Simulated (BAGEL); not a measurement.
# C2H3F2N (SMILES F/C=N\CF) at PBE0/6-31G(d) (density fitting with qzvpp-jkfit, spherical functions)

Aim: the energy change on altering one bond length of C2H3F2N at PBE0/6-31G* (density fitting with qzvpp-jkfit, spherical functions), from 2 runs. 

Program for the calculation: BAGEL 1.2.2.

2 further runs of the same task are left out: 2 set aside as unsound or not needed.

### Step 1. The structure to begin with

C2H3F2N: 8 atoms, total charge 0, spin state singlet. As SMILES, `F/C=N\CF`. Geometry: relaxed at PBE0-D4/def2-TZVP. This is one conformer, not always the lowest.

Bond lengths: F1–C2 1.335 Å, C2–N3 1.239 Å, N3–C4 1.409 Å, C4–F5 1.379 Å, C2–H6 1.087 Å, C4–H7 1.095 Å, C4–H8 1.095 Å. Angles: F1–C2–N3 126.7°, C2–N3–C4 128.4°, N3–C4–F5 116.3°, F1–C2–H6 110.8°, N3–C2–H6 122.5°, N3–C4–H7 108.1°, N3–C4–H8 108.1°, F5–C4–H7 107.5°, F5–C4–H8 107.5°, H7–C4–H8 109.2°.

### Step 2. A single-point energy at PBE0/6-31G(d) (density fitting with qzvpp-jkfit, spherical functions)

input.json reads:

```json
{ "bagel": [

{
  "title": "molecule",
  "basis": "6-31gs.json",
  "df_basis": "qzvpp-jkfit",
  "angstrom": true,
  "geometry": [
    { "atom": "F", "xyz": [      -1.098000,       1.596800,      -0.144400 ] },
    { "atom": "C", "xyz": [      -0.739500,       0.729600,       0.805700 ] },
    { "atom": "N", "xyz": [       0.001900,      -0.254300,       0.669300 ] },
    { "atom": "C", "xyz": [       0.648200,      -0.708100,      -0.497600 ] },
    { "atom": "F", "xyz": [       0.433400,       0.032200,      -1.641000 ] },
    { "atom": "H", "xyz": [      -1.190600,       0.993000,       1.758900 ] },
    { "atom": "H", "xyz": [       0.310400,      -1.729700,      -0.698300 ] },
    { "atom": "H", "xyz": [       1.726200,      -0.716500,      -0.308200 ] }
  ]
},

{ "title": "ks", "xc_func": "pbe0" },

{ "title": "print", "file": "orbitals.molden", "orbitals": true }

]}
```

The basis set 6-31G* is read from a file made from the Basis Set Exchange's data (not shown).

Run with:

```console
$ BAGEL_NUM_THREADS=1 BAGEL input.json > input.out
```

The program printed:

```text
* using 1 threads per process

  ===============================================================
  ===============================================================

  *** Geometry ***

  { "atom" : "F", "xyz" : [     -2.074919,      3.017515,     -0.272876 ] },
  { "atom" : "C", "xyz" : [     -1.397452,      1.378744,      1.522552 ] },
  { "atom" : "N", "xyz" : [      0.003590,     -0.480557,      1.264794 ] },
  { "atom" : "C", "xyz" : [      1.224920,     -1.338115,     -0.940328 ] },
  { "atom" : "F", "xyz" : [      0.819007,      0.060849,     -3.101041 ] },
  { "atom" : "H", "xyz" : [     -2.249908,      1.876498,      3.323839 ] },
  { "atom" : "H", "xyz" : [      0.586571,     -3.268659,     -1.319596 ] },
  { "atom" : "H", "xyz" : [      3.262045,     -1.353989,     -0.582414 ] },

  Number of auxiliary basis functions:      435

  Since a DF basis is specified, we compute 2- and 3-index integrals:
    o Being stored without compression. Storage requirement is 0.020 GB

  Number of basis functions:       76
  Number of electrons      :       40

    * METHOD: MOLECULE                             0.15

  *** Kohn-Sham DFT ***

    * Removing 14807 points whose weight is below 1.00e-10
    * Grid points: 104441

  === Nuclear Repulsion ===
   177.2722584436

       - DIIS with orbital gradients will be used.

  === KS iteration (pbe0 / 6-31gs.json) ===
      0       -302.91275272          0.14567692           0.24
      1       -276.11345682          0.22049390           0.23
      2       -288.12533950          0.23072963           0.23
      3       -323.54928695          0.12723460           0.23
      4       -328.58626481          0.08884378           0.23
      5       -331.85687609          0.02474141           0.24
      6       -331.94843330          0.01936023           0.23
      7       -332.06696108          0.00349748           0.23
      8       -332.07072758          0.00099398           0.23
      9       -332.07105943          0.00015476           0.24
     10       -332.07106725          0.00005719           0.23
     11       -332.07106861          0.00001392           0.23
     12       -332.07106870          0.00000378           0.23
     13       -332.07106871          0.00000089           0.23
     14       -332.07106871          0.00000057           0.23
     15       -332.07106871          0.00000022           0.23
     16       -332.07106871          0.00000009           0.24
     17       -332.07106871          0.00000002           0.24
     18       -332.07106871          0.00000001           0.24
     19       -332.07106871          0.00000000           0.24
    * SCF iteration converged.

    * Permanent dipole moment:
           (   -0.036153,     0.231447,    -0.470314) a.u.

    * METHOD: KS                                   5.12

    * METHOD: PRINT                                0.01

  ===============================================================
```

It took 5.7 s on 1 thread of Arm Neoverse V2, shared host; peak memory 0.38 GiB.

### Step 3. The distorted shape at the same level

job.json reads:

```json
{ "bagel" : [

{
  "title" : "molecule",
  "basis" : "6-31gs.json",
  "df_basis" : "qzvpp-jkfit",
  "angstrom" : "true",
  "geometry" : [
    { "atom" : "F", "xyz" : [   -1.320397,    1.891940,   -0.103484 ] },
    { "atom" : "C", "xyz" : [   -0.961897,    1.024740,    0.846616 ] },
    { "atom" : "N", "xyz" : [    0.001900,   -0.254300,    0.669300 ] },
    { "atom" : "C", "xyz" : [    0.648200,   -0.708100,   -0.497600 ] },
    { "atom" : "F", "xyz" : [    0.433400,    0.032200,   -1.641000 ] },
    { "atom" : "H", "xyz" : [   -1.412997,    1.288140,    1.799816 ] },
    { "atom" : "H", "xyz" : [    0.310400,   -1.729700,   -0.698300 ] },
    { "atom" : "H", "xyz" : [    1.726200,   -0.716500,   -0.308200 ] }
  ]
},
{
  "title" : "ks",
  "xc_func" : "pbe0"
},
{
  "title" : "print",
  "file" : "orbitals.molden",
  "orbitals" : "true"
}

]}
```

The basis set 6-31G* is read from a file made from the Basis Set Exchange's data (not shown).

Run with:

```console
$ BAGEL_NUM_THREADS=1 BAGEL job.json > job.out
```

The program printed:

```text
* using 1 threads per process

  ===============================================================
  ===============================================================

  *** Geometry ***

  { "atom" : "F", "xyz" : [     -2.495189,      3.575248,     -0.195556 ] },
  { "atom" : "C", "xyz" : [     -1.817722,      1.936478,      1.599872 ] },
  { "atom" : "N", "xyz" : [      0.003590,     -0.480557,      1.264794 ] },
  { "atom" : "C", "xyz" : [      1.224920,     -1.338115,     -0.940328 ] },
  { "atom" : "F", "xyz" : [      0.819007,      0.060849,     -3.101041 ] },
  { "atom" : "H", "xyz" : [     -2.670177,      2.434232,      3.401159 ] },
  { "atom" : "H", "xyz" : [      0.586571,     -3.268659,     -1.319596 ] },
  { "atom" : "H", "xyz" : [      3.262045,     -1.353989,     -0.582414 ] },

  Number of auxiliary basis functions:      435

  Since a DF basis is specified, we compute 2- and 3-index integrals:
    o Being stored without compression. Storage requirement is 0.020 GB

  Number of basis functions:       76
  Number of electrons      :       40

    * METHOD: MOLECULE                             0.15

  *** Kohn-Sham DFT ***

    * Removing 14087 points whose weight is below 1.00e-10
    * Grid points: 105161

  === Nuclear Repulsion ===
   165.8114545649

       - DIIS with orbital gradients will be used.

  === KS iteration (pbe0 / 6-31gs.json) ===
      0       -304.35065933          0.13713951           0.25
      1       -286.61072499          0.21051724           0.25
      2       -297.00646713          0.18569584           0.24
      3       -318.70205084          0.14539659           0.24
      4       -328.40310809          0.08080432           0.24
      5       -331.53731008          0.03397488           0.24
      6       -331.84096822          0.01796037           0.25
      7       -331.79811345          0.02120053           0.24
      8       -331.95657832          0.00516467           0.24
      9       -331.96776481          0.00152313           0.24
     10       -331.96839516          0.00082274           0.24
     11       -331.96865662          0.00014614           0.24
     12       -331.96866456          0.00004667           0.25
     13       -331.96866524          0.00001737           0.25
     14       -331.96866535          0.00000666           0.24
     15       -331.96866536          0.00000332           0.25
     16       -331.96866537          0.00000163           0.25
     17       -331.96866537          0.00000021           0.25
     18       -331.96866537          0.00000018           0.24
     19       -331.96866537          0.00000005           0.25
     20       -331.96866537          0.00000005           0.24
     21       -331.96866537          0.00000001           0.25
     22       -331.96866537          0.00000001           0.25
    * SCF iteration converged.

    * Permanent dipole moment:
           (    0.151069,    -0.036507,    -0.454137) a.u.

    * METHOD: KS                                   6.07

    * METHOD: PRINT                                0.01

  ===============================================================
```

It took 6.6 s on 1 thread of Arm Neoverse V2, shared host; peak memory 0.38 GiB.

### Step 4. Results

Level: PBE0/6-31G* (density fitting with qzvpp-jkfit, spherical functions).

```
                                                         quantity          value
                                        first shape: total energy  -332.07107 Eh
                                       first shape: dipole moment         1.34 D
                                         first shape: HOMO energy       -8.42 eV
                                         first shape: LUMO energy        0.22 eV
                                       first shape: HOMO–LUMO gap        8.65 eV
                                    distorted shape: total energy  -331.96867 Eh
                                   distorted shape: dipole moment         1.22 D
                                     distorted shape: HOMO energy       -7.15 eV
                                     distorted shape: LUMO energy       -1.83 eV
                                   distorted shape: HOMO–LUMO gap        5.32 eV
energy change with the C2–N3 bond stretched from 1.239 to 1.611 Å       2.787 eV
```

**Reading.** With the C2–N3 bond stretched from 1.239 to 1.611 Å the energy rises by 2.79 eV (269 kJ/mol). The first shape isn't relaxed at this level, so the change isn't measured from a minimum.
